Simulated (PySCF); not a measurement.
# SiO: magnetic properties

What do calculations give for the magnetic properties of SiO (`O=[Si]`)?

Programs: PySCF 2.14.0, with routines of our own; each step states its level. All values are computed. Atoms count from 0.

## Step 1: The system as given

2 atoms, charge 0, multiplicity 1; geometry from: GFN2-xTB.

## Step 2: Geometry optimisation at PBE0-D3(BJ)/def2-SVP

Job settings and geometry (Å):

```
{"job": {"xc": "PBE0", "basis": "def2-SVP", "d3": "d3bj", "grid": 1, "kind": "geom"}, "charge": 0, "multiplicity": 1}
O      0.755657    -0.002996    -0.002716
Si    -0.752900     0.004264    -0.011432
```

Command:

```
$ OMP_NUM_THREADS=1 python excited_run.py task.json out
```

This one command runs all jobs of the session in turn.

The program printed:

```text
step   0  E = -364.35757808  max force = 0.017777
step   1  E = -364.35781710  max force = 0.002202
step   2  E = -364.35782074  max force = 0.000360
step   3  E = -364.35782083  max force = 0.000007
optimisation converged
```

It took 0.83 s on 1 thread of Intel Xeon 6975P-C, shared host; peak memory 0.24 GiB.

Step by step:

```tsv
step	energy from step 0 (eV)	largest force component (eV/Å)
0	0.0000	0.9141
1	-0.0065	0.1132
2	-0.0066	0.0185
3	-0.0066	0.0004
```

The bond:

```tsv
bond	before (Å)	after (Å)	change (Å)
O0–Si1	1.509	1.523	+0.015
```

The end geometry stands in the next job.

```tsv
at the end point	value
point group (found at 0.08 Å tolerance)	C∞v
rotational constants (GHz, main isotopes)	21.400, 21.400
dipole moment (D)	2.70
```

## Step 3: Magnetic properties: GIAO B3LYP/aug-pcSseg-1

Job settings and geometry (Å):

```
{"job": {"kind": "mag", "xc": "B3LYP", "basis": "aug-pcSseg-1", "isotopologues": 4}, "charge": 0, "multiplicity": 1}
O      0.757821    -0.024057     0.056898
Si    -0.765473    -0.015907     0.047138
```

With the program's defaults for keys left out, this is: GIAO B3LYP/aug-pcSseg-1 magnetisability, rotational g tensor and spin-rotation constants, non-relativistic, gas phase.

The program printed:

```text
coarse grid: 2712 points
cycle   1  E = -364.4623111271  dE =  2.270e-01  |g| = 1.066e+00  |ddm| = 1.562e+00
cycle   2  E = -360.7694023065  dE =  3.693e+00  |g| = 3.407e+00  |ddm| = 3.329e+00
cycle   3  E = -364.7027992699  dE = -3.933e+00  |g| = 1.366e-01  |ddm| = 3.027e+00
cycle   4  E = -364.7106769221  dE = -7.878e-03  |g| = 5.551e-02  |ddm| = 4.343e-01
cycle   5  E = -364.7114860622  dE = -8.091e-04  |g| = 2.244e-02  |ddm| = 7.796e-02
cycle   6  E = -364.7115753309  dE = -8.927e-05  |g| = 9.282e-03  |ddm| = 9.852e-03
cycle   7  E = -364.7115928060  dE = -1.748e-05  |g| = 2.104e-03  |ddm| = 5.380e-03
cycle   8  E = -364.7115937427  dE = -9.367e-07  |g| = 8.522e-05  |ddm| = 1.502e-03
final grid: 23136 points
cycle   9  E = -364.7327797558  dE = -3.221e-07  |g| = 3.295e-03  |ddm| = 5.039e-03
cycle  10  E = -364.7327644807  dE =  1.528e-05  |g| = 9.335e-03  |ddm| = 7.112e-03
cycle  11  E = -364.7327816669  dE = -1.719e-05  |g| = 3.637e-04  |ddm| = 5.813e-03
cycle  12  E = -364.7327816972  dE = -3.029e-08  |g| = 1.850e-05  |ddm| = 2.833e-04
cycle  13  E = -364.7327816972  dE = -3.206e-11  |g| = 1.026e-05  |ddm| = 1.744e-05
converged SCF energy = -364.7327816972

Magnetisability tensor (1e-30 J/T^2)
     -485.12        1.10       -1.32
        1.10     -279.30        0.01
       -1.32        0.01     -279.30
isotropic -347.91   principal values    -485.14   -279.29   -279.29
isotropic susceptibility -20.952 1e-6 cm^3/mol

Inertial axes            a          b          c
rot. const./GHz           -    21.3999    21.3999
chi total           -29.216    -16.819    -16.819
chi diamagnetic     -29.216    -82.951    -82.951
chi paramagnetic      0.000     66.132     66.132
quadrupole/D A       -4.093      2.046      2.046
g nuclear                 -     0.5039     0.5039
g electronic              -    -0.6649    -0.6649
g total                   -    -0.1610    -0.1610

Spin-rotation constants (kHz, H = +C I.J)
atom  isotope        aa         bb         cc
  0    17O*           -    -16.536    -16.536
  1   29Si*           -    -25.139    -25.139
* in the singly substituted isotopologue

Isotopologues: g along a, b, c
18O   at 0                       -    -0.1473    -0.1473
30Si  at 1                       -    -0.1584    -0.1584
```

It took 0.72 s on 1 thread of Intel Xeon 6975P-C, shared host; peak memory 0.31 GiB.

In short:

```tsv
quantity	value
magnetisability	-348·10⁻³⁰ J/T²
molar susceptibility	-21.0·10⁻⁶ cm³/mol
rotational g (a, b, c)	–, -0.1610, -0.1610
```

## Step 4: Magnetic properties: GIAO BLYP/aug-pcSseg-1

Job settings and geometry (Å):

```
{"job": {"kind": "mag", "xc": "BLYP", "basis": "aug-pcSseg-1"}, "charge": 0, "multiplicity": 1}
O      0.757821    -0.024057     0.056898
Si    -0.765473    -0.015907     0.047138
```

With the program's defaults for keys left out, this is: GIAO BLYP/aug-pcSseg-1 magnetisability, rotational g tensor and spin-rotation constants, non-relativistic, gas phase.

The program printed:

```text
coarse grid: 2712 points
cycle   1  E = -364.3998655109  dE =  3.125e-01  |g| = 1.172e+00  |ddm| = 1.582e+00
cycle   2  E = -358.3380886182  dE =  6.062e+00  |g| = 3.684e+00  |ddm| = 3.699e+00
cycle   3  E = -364.6695423334  dE = -6.331e+00  |g| = 2.286e-01  |ddm| = 3.485e+00
cycle   4  E = -364.6884876378  dE = -1.895e-02  |g| = 1.383e-01  |ddm| = 8.051e-01
cycle   5  E = -364.6942701349  dE = -5.782e-03  |g| = 6.149e-02  |ddm| = 2.077e-01
cycle   6  E = -364.6948579877  dE = -5.879e-04  |g| = 3.241e-02  |ddm| = 2.735e-02
cycle   7  E = -364.6950735875  dE = -2.156e-04  |g| = 9.654e-03  |ddm| = 1.845e-02
cycle   8  E = -364.6950936550  dE = -2.007e-05  |g| = 1.360e-03  |ddm| = 6.714e-03
cycle   9  E = -364.6950940590  dE = -4.040e-07  |g| = 7.321e-05  |ddm| = 9.132e-04
final grid: 23136 points
cycle  10  E = -364.7229296601  dE =  3.415e-06  |g| = 6.424e-03  |ddm| = 6.858e-03
cycle  11  E = -364.7227998801  dE =  1.298e-04  |g| = 2.588e-02  |ddm| = 1.837e-02
cycle  12  E = -364.7229364983  dE = -1.366e-04  |g| = 1.462e-03  |ddm| = 1.620e-02
cycle  13  E = -364.7229370149  dE = -5.166e-07  |g| = 2.077e-05  |ddm| = 1.117e-03
cycle  14  E = -364.7229370151  dE = -1.871e-10  |g| = 7.051e-06  |ddm| = 8.499e-05
converged SCF energy = -364.7229370151

Magnetisability tensor (1e-30 J/T^2)
     -490.33        1.15       -1.38
        1.15     -275.22        0.01
       -1.38        0.01     -275.22
isotropic -346.92   principal values    -490.34   -275.21   -275.21
isotropic susceptibility -20.892 1e-6 cm^3/mol

Inertial axes            a          b          c
rot. const./GHz           -    21.3999    21.3999
chi total           -29.529    -16.574    -16.574
chi diamagnetic     -29.529    -83.074    -83.074
chi paramagnetic      0.000     66.500     66.500
quadrupole/D A       -3.877      1.938      1.938
g nuclear                 -     0.5039     0.5039
g electronic              -    -0.6686    -0.6686
g total                   -    -0.1647    -0.1647

Spin-rotation constants (kHz, H = +C I.J)
atom  isotope        aa         bb         cc
  0    17O*           -    -16.778    -16.778
  1   29Si*           -    -25.217    -25.217
* in the singly substituted isotopologue
```

Wall time 0.85 s (1 thread of Intel Xeon 6975P-C, shared host); peak memory 0.31 GiB.

Key values:

```tsv
quantity	value
magnetisability	-347·10⁻³⁰ J/T²
molar susceptibility	-20.9·10⁻⁶ cm³/mol
rotational g (a, b, c)	–, -0.1647, -0.1647
```

## Step 5: Magnetic properties: GIAO PW91/aug-cc-pVTZ

Job settings and geometry (Å):

```
{"job": {"kind": "mag", "xc": "PW91", "basis": "aug-cc-pVTZ"}, "charge": 0, "multiplicity": 1}
O      0.757821    -0.024057     0.056898
Si    -0.765473    -0.015907     0.047138
```

With the program's defaults for keys left out, this is: GIAO PW91/aug-cc-pVTZ magnetisability, rotational g tensor and spin-rotation constants, non-relativistic, gas phase.

The program printed:

```text
coarse grid: 2712 points
cycle   1  E = -364.4338869944  dE =  3.218e-01  |g| = 1.170e+00  |ddm| = 2.579e+00
cycle   2  E = -358.3366008227  dE =  6.097e+00  |g| = 3.709e+00  |ddm| = 5.312e+00
cycle   3  E = -364.7012011852  dE = -6.365e+00  |g| = 2.367e-01  |ddm| = 4.772e+00
cycle   4  E = -364.7182606673  dE = -1.706e-02  |g| = 1.773e-01  |ddm| = 7.000e-01
cycle   5  E = -364.7267514286  dE = -8.491e-03  |g| = 8.033e-02  |ddm| = 2.155e-01
cycle   6  E = -364.7278012326  dE = -1.050e-03  |g| = 3.977e-02  |ddm| = 4.362e-02
cycle   7  E = -364.7281435208  dE = -3.423e-04  |g| = 9.359e-03  |ddm| = 3.244e-02
cycle   8  E = -364.7281619467  dE = -1.843e-05  |g| = 9.917e-04  |ddm| = 8.374e-03
cycle   9  E = -364.7281621462  dE = -1.995e-07  |g| = 1.043e-04  |ddm| = 1.061e-03
final grid: 23136 points
cycle  10  E = -364.7296619939  dE =  9.111e-06  |g| = 9.595e-03  |ddm| = 4.618e-02
cycle  11  E = -364.7293666728  dE =  2.953e-04  |g| = 3.907e-02  |ddm| = 4.599e-02
cycle  12  E = -364.7296780590  dE = -3.114e-04  |g| = 1.832e-03  |ddm| = 3.912e-02
cycle  13  E = -364.7296788614  dE = -8.025e-07  |g| = 1.209e-04  |ddm| = 2.052e-03
cycle  14  E = -364.7296788647  dE = -3.221e-09  |g| = 1.866e-05  |ddm| = 1.682e-04
cycle  15  E = -364.7296788648  dE = -8.930e-11  |g| = 2.383e-06  |ddm| = 2.129e-05
converged SCF energy = -364.7296788648

Magnetisability tensor (1e-30 J/T^2)
     -486.04        1.19       -1.43
        1.19     -263.54        0.01
       -1.43        0.01     -263.55
isotropic -337.71   principal values    -486.06   -263.54   -263.54
isotropic susceptibility -20.337 1e-6 cm^3/mol

Inertial axes            a          b          c
rot. const./GHz           -    21.3999    21.3999
chi total           -29.271    -15.871    -15.871
chi diamagnetic     -29.271    -82.784    -82.784
chi paramagnetic      0.000     66.913     66.913
quadrupole/D A       -3.840      1.920      1.920
g nuclear                 -     0.5039     0.5039
g electronic              -    -0.6727    -0.6727
g total                   -    -0.1688    -0.1688

Spin-rotation constants (kHz, H = +C I.J)
atom  isotope        aa         bb         cc
  0    17O*           -    -16.441    -16.441
  1   29Si*           -    -24.393    -24.393
* in the singly substituted isotopologue
```

It took 1.8 s on 1 thread of Intel Xeon 6975P-C, shared host; peak memory 0.4 GiB.

In short:

```tsv
quantity	value
magnetisability	-338·10⁻³⁰ J/T²
molar susceptibility	-20.3·10⁻⁶ cm³/mol
rotational g (a, b, c)	–, -0.1688, -0.1688
```

## Step 6: The levels compared

```tsv
level	ξ (10⁻³⁰ J/T²)	g(a)	g(b)	gap (eV)	functions	time
GIAO B3LYP/aug-pcSseg-1	-348	–	-0.1610	6.36	59	0.72 s
GIAO BLYP/aug-pcSseg-1	-347	–	-0.1647	4.62	59	0.85 s
GIAO PW91/aug-cc-pVTZ	-338	–	-0.1688	4.58	96	1.8 s
```

## Step 7: What came out

```
                                                quantity                    value
                                             point group                      C∞v
                    rotational constants (main isotopes)         21.40, 21.40 GHz
       magnetisability (step 3, GIAO B3LYP/aug-pcSseg-1)          -348·10⁻³⁰ J/T²
  molar susceptibility (step 3, GIAO B3LYP/aug-pcSseg-1)       -21.0·10⁻⁶ cm³/mol
rotational g (a, b, c) (step 3, GIAO B3LYP/aug-pcSseg-1)      –, -0.1610, -0.1610
                         magnetisability over the levels  -348 to -338·10⁻³⁰ J/T²
```

In words: Relaxing lowered the energy by 0.007 eV in 3 steps; the close pair that moved most is O0–Si1, from 1.509 to 1.523 Å. The magnetisability spreads by 3.0 % over 3 levels, from GIAO B3LYP/aug-pcSseg-1 (0.72 s) to GIAO PW91/aug-cc-pVTZ (1.8 s); the runs took 0.72 s to 1.8 s. Vibrational averaging and real surroundings are missing from these values.
